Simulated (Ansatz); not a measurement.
`F[B+]F`. Charge 1, multiplicity 1.

```xyz
3

F    -1.199    0.249   -0.059
B     0.000    0.000    0.000
F     1.199   -0.249    0.059
```

**Question.** List the harmonic frequencies (cm⁻¹, unscaled) at PBE0-D4/def2-TZVP in Ansatz. (Best estimate.)

**Answer.** Ansatz gave: 459, 459, 1038, 2100.

**Question.** Is this a minimum?

**Answer.** Yes, all 4 modes are real.

**Question.** Give the ideal-gas thermochemistry at 298.15 K and 1 bar (rigid rotor, harmonic oscillator; point group D∞h, symmetry number 2).

**Answer.** Zero-point energy 24.3 kJ/mol; H(298) − E = 34.4 kJ/mol; entropy 221.2 J/(mol·K), of which translation 157.3, rotation 57.1, vibration 6.8; G(298) − E = -31.6 kJ/mol.

**Question.** And at 400, 500, 600, 800 and 1000 K?

**Answer.** 
```csv
T (K),H − E (kJ/mol),S (J/mol/K),G − E (kJ/mol)
400,38.8,234.0,-54.8
500,43.5,244.5,-78.7
600,48.5,253.5,-103.6
800,59.0,268.6,-155.9
1000,70.0,280.8,-210.9
```

**Question.** Rotational constants (cm⁻¹)?

**Answer.** 0.295.
